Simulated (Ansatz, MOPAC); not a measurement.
Reaction (SMILES): CCS + 2 [H][H] (H2) → 2 C (CH4) + S (H2S)

Wanted: energy of full hydrogenation (enthalpy at 298 K), in kcal/mol. Terms: frozen cores in correlated levels; six Cartesian d functions in 6-31G* and its kin unless marked 5d; non-relativistic; LANL2DZ with its own core potentials from Na on; no spin-orbit coupling; dispersion terms only where a functional's name holds one. CBS marks a two-point X^-3 extrapolation of the correlation energy; Hartree-Fock from the larger set. The bracket is a focal-point correction in the basis named. Ab initio and DFT rows: single points at B3LYP-D3(BJ) geometries (Ansatz, a quantum-chemistry and plane-wave program), with unscaled harmonic terms from B3LYP/6-31G* at its own minima. Semi-empirical rows: MOPAC heats of formation at their own minima for 298 K.

Measured values: Active Thermochemical Tables 1.112 (ions: stationary electron), as tabulated in the package chemicals; G2/97 table in ASE (Curtiss et al.); they hold spin-orbit and core effects, anharmonicity and other conformers. 

Value to compare with, the measured value: -29.4 kcal/mol.

```json
[
 {"level": "AM1", "program": "MOPAC", "energy of full hydrogenation (enthalpy at 298 K) (kcal/mol)": "4.6", "error": "34.0"},
 {"level": "PBE/3-21G", "program": "Ansatz", "energy of full hydrogenation (enthalpy at 298 K) (kcal/mol)": "-26.3", "error": "3.1"},
 {"level": "PBE/LANL2DZ", "program": "Ansatz", "energy of full hydrogenation (enthalpy at 298 K) (kcal/mol)": "-30.9", "error": "-1.5"},
 {"level": "PBE/6-31G*", "program": "Ansatz", "energy of full hydrogenation (enthalpy at 298 K) (kcal/mol)": "-27.4", "error": "2.0"},
 {"level": "B3LYP/6-31G*", "program": "Ansatz", "energy of full hydrogenation (enthalpy at 298 K) (kcal/mol)": "-30.9", "error": "-1.5"},
 {"level": "B3LYP/def2-SVP", "program": "Ansatz", "energy of full hydrogenation (enthalpy at 298 K) (kcal/mol)": "-33.5", "error": "-4.1"},
 {"level": "PBE0/6-31G*", "program": "Ansatz", "energy of full hydrogenation (enthalpy at 298 K) (kcal/mol)": "-29.6", "error": "-0.2"},
 {"level": "B3LYP/def2-TZVPD", "program": "Ansatz", "energy of full hydrogenation (enthalpy at 298 K) (kcal/mol)": "-33.1", "error": "-3.7"},
 {"level": "RI-MP2/CBS(aug-cc-pV(T+d)Z,aug-cc-pV(Q+d)Z)+[CCSD(T)-MP2]/aug-cc-pV(T+d)Z", "program": "Ansatz", "energy of full hydrogenation (enthalpy at 298 K) (kcal/mol)": "-29.3", "error": "0.1"}
]
```

Among the 7 habitual levels, AM1 lies farthest from the measured value (34.0 kcal/mol) and PBE0/6-31G* nearest (-0.2); 3 of 7 lie above it, and their mean absolute error is 6.6 kcal/mol, the median 2.0. One case shows no general order.

The levels are drawn from those run, B3LYP/6-31G* more often than the rest, none by its result; runs whose electronic state is in doubt are left out.
